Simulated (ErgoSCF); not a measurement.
# C2H2S− (SMILES C=[C][S-]) at 6 levels

Aim: a comparison of 6 runs (UHF/STO-3G, UHF/3-21G, UHF/def2-SVP, UB3LYP/3-21G, UB3LYP/6-31G, UPBE0/def2-SVP) of C2H2S−. 

The results are computed with ErgoSCF 3.8.

**1. The system as given**

The species is C2H2S− (5 atoms), meant as a doublet with charge -1. SMILES: `C=[C][S-]`. Geometry: relaxed at GFN2-xTB.

Bond lengths: C1–C2 1.318 Å, C2–S3 1.658 Å, C1–H4 1.099 Å, C1–H5 1.089 Å. Angles: C1–C2–S3 138.8°, C2–C1–H4 125.4°, C2–C1–H5 120.6°, H4–C1–H5 113.9°.

**2. The energy at UHF/STO-3G (run 1)**

ergo.in

```
set_nthreads("env")
spin_polarization = 1
scf.use_diagonalization = 1
tmpdir = "."
scf.output_mulliken_pop = 1
scf.max_number_of_iterations = 120
charge = -1
basis = "STO-3G"
molecule_inline Angstrom
C      0.540740    -0.202790    -0.005130
C     -0.712310    -0.058610     0.375730
S     -2.049070     0.827820    -0.044820
H      1.022830     0.340820    -0.829520
H      1.197810    -0.907250     0.503740
EOF
run "HF"
```

The basis set STO-3G is read from a file made from the Basis Set Exchange's data (not shown).

Command:

```console
$ ergo ergo.in
```

The log of the run:

```text
[...]
INSC SCF_general constructor, number of basis functions: 21
[...]
INSC Energy   1 =       -409.41776107085
[...]
INDE E_LUMO =          0.56997304450
[...]
INSC Energy  24 =       -468.88737612744  ( diff     -0.000000000007049 )
[...]
RESC CONVERGED after  24 iterations.
RESC FINAL ENERGY:       -468.88737612744
RESC FINAL <S2> =          0.84520242409
[...]
INSC SCF: dipole_moment_x [atomic units] =       2.01377781
INSC SCF: dipole_moment_y [atomic units] =      -0.69276802
INSC SCF: dipole_moment_z [atomic units] =      -0.09328259
[...]
```

It took 4.2 s on 1 thread of Arm Neoverse N1, shared host.

**3. A single-point energy at UHF/3-21G (run 2)**

input.ego

```
set_nthreads(1)
basis = "3-21G"
scf.max_number_of_iterations = 120
charge = -1
spin_polarization = 1
tmpdir = "."
scf.output_mulliken_pop = 1
scf.use_diagonalization = 1
molecule_inline Angstrom
C      0.540740    -0.202790    -0.005130
C     -0.712310    -0.058610     0.375730
S     -2.049070     0.827820    -0.044820
H      1.022830     0.340820    -0.829520
H      1.197810    -0.907250     0.503740
EOF
run "HF"
```

The basis set 3-21G is read from a file made from the Basis Set Exchange's data (not shown).

Command:

```console
$ ergo < input.ego
```

The log of the run:

```text
[...]
INSC SCF_general constructor, number of basis functions: 35
[...]
INSC Energy   1 =       -295.76419447665
[...]
INDE E_LUMO =          0.34976415790
[...]
INSC Energy  23 =       -471.97758624596  ( diff     -0.000000000008413 )
[...]
RESC CONVERGED after  23 iterations.
RESC FINAL ENERGY:       -471.97758624596
RESC FINAL <S2> =          0.85852405210
[...]
INSC SCF: dipole_moment_x [atomic units] =       2.82393236
INSC SCF: dipole_moment_y [atomic units] =      -0.99130979
INSC SCF: dipole_moment_z [atomic units] =      -0.10826917
[...]
```

Wall time 4.8 s (1 thread of Arm Neoverse N1, shared host).

Runs 3 to 5 aren't shown in full; the table further down has their settings and results.

**4. A single-point energy at UPBE0/def2-SVP (run 6)**

input.ego

```
# C2H2S
set_nthreads(1)
molecule_inline
C      1.02185050    -0.38321756    -0.00969430
C     -1.34607082    -0.11075685     0.71002680
S     -3.87218111     1.56435308    -0.08469752
H      1.93286857     0.64405646    -1.56756561
H      2.26353285    -1.71445403     0.95193064
EOF
tmpdir = "."
XC.angint = 41
XC.sparse_mode = 0
scf.use_diagonalization = 1
scf.max_number_of_iterations = 120
scf.output_mulliken_pop = 1
charge = -1
spin_polarization = 1
basis = "def2-SVP"
XC.radint = 1e-11
run "PBE0"
```

The basis set def2-SVP is read from a file made from the Basis Set Exchange's data (not shown).

Command:

```console
$ ergo < input.ego
```

The log of the run:

```text
[...]
INDF Weighted mixed functional:
[...]
INSC Energy   1 =       -211.05745625015
[...]
INDE E_LUMO =          0.17884024357
[...]
INSC Energy  20 =       -475.13838438051  ( diff     -0.000000000003752 )
[...]
RESC CONVERGED after  20 iterations.
RESC FINAL ENERGY:       -475.13838438051
RESC FINAL <S2> =          0.75745241566
[...]
INSC SCF: dipole_moment_x [atomic units] =       2.18404695
INSC SCF: dipole_moment_y [atomic units] =      -0.63843101
INSC SCF: dipole_moment_z [atomic units] =      -0.22878463
[...]
```

Run time: 36 s. Hardware: 1 thread of Arm Neoverse N1, shared host.

**5. Overview of the runs**

| run | level | integration grid | radint | energy (Eh) | ⟨S²⟩ | wall time |
| --- | --- | --- | --- | --- | --- | --- |
| 1 | UHF/STO-3G | – | – | -468.887376 | 0.845 | 4.2 s |
| 2 | UHF/3-21G | – | – | -471.977586 | 0.859 | 4.8 s |
| 3 | UHF/def2-SVP | – | – | -474.182495 | 0.827 | 31 s |
| 4 | UB3LYP/3-21G | Turbo | 1e-11 | -473.168051 | 0.755 | 9 s |
| 5 | UB3LYP/6-31G | Turbo | 1e-11 | -475.514314 | 0.756 | 14 s |
| 6 | UPBE0/def2-SVP | Turbo | 1e-11 | -475.138384 | 0.757 | 36 s |

**6. Outcome**

| quantity | value |
| --- | --- |
| run 6: total energy | -475.13838 Eh |
| run 6: ⟨S²⟩ | 0.757 |

**Reading.** Totals of different functionals can't be ranked against each other. In run 1 the basis is minimal, so the values are rough. Spin contamination of the reference: run 2 ⟨S²⟩ = 0.86. All runs together took 99 s, the longest 36 s.
